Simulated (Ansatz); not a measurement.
Reaction: C2H3Cl (SMILES C=CCl) → C2H3 (SMILES [CH]=C, doublet) + Cl (doublet) (the C-Cl bond breaks)
Each species at its own B3LYP-D3(BJ)/def2-TZVP minimum (Ansatz, a first-principles code).

Total energies in hartree (Ansatz). Open shells are spin-unrestricted; no spin-orbit coupling. Cores are frozen in correlated methods. No relativity. The UHF reference of C2H3 ([CH]=C, doublet) is spin-contaminated (<S^2> up to 0.19 over the pure value in the sets run).

```csv
species,HF/cc-pV(T+d)Z,CCSD(T)/cc-pV(T+d)Z,HF/cc-pV(Q+d)Z,CCSD(T)/cc-pV(Q+d)Z,CCSD(T)/cc-pV(D+d)Z,CCSDT(Q)/cc-pV(D+d)Z
1: C2H3Cl (SMILES ClC=C),-537.00250,-537.57646,-537.01120,-537.62266,-537.42185,-537.42369
"2: C2H3 (SMILES C=[CH], doublet)",-77.41972,-77.75200,-77.42479,-77.77372,-77.67385,-77.67568
3: Cl (doublet),-459.48556,-459.67356,-459.48916,-459.69449,-459.60403,-459.60445
```

Question: Work out the bond dissociation energy (electronic) in kcal/mol: take Hartree-Fock from cc-pV(Q+d)Z, extrapolate the CCSD(T) correlation energy as X^-3 (X = 3, 4), and add CCSDT(Q) - CCSD(T) in cc-pV(D+d)Z. 1 hartree = 627.51 kcal/mol.

Answer: 
Species 1: correlation (64·(-0.61146) - 27·(-0.57396))/37 = -0.63882; step -0.00184; E1 = -537.01120 + (-0.63882) + (-0.00184) = -537.65186
Species 2: correlation (64·(-0.34893) - 27·(-0.33228))/37 = -0.36108; step -0.00183; E2 = -77.42479 + (-0.36108) + (-0.00183) = -77.78770
Species 3: correlation (64·(-0.20533) - 27·(-0.18800))/37 = -0.21798; step -0.00042; E3 = -459.48916 + (-0.21798) + (-0.00042) = -459.70756
-1·E1 +1·E2 +1·E3 = 0.15660 hartree = 98.3 kcal/mol.
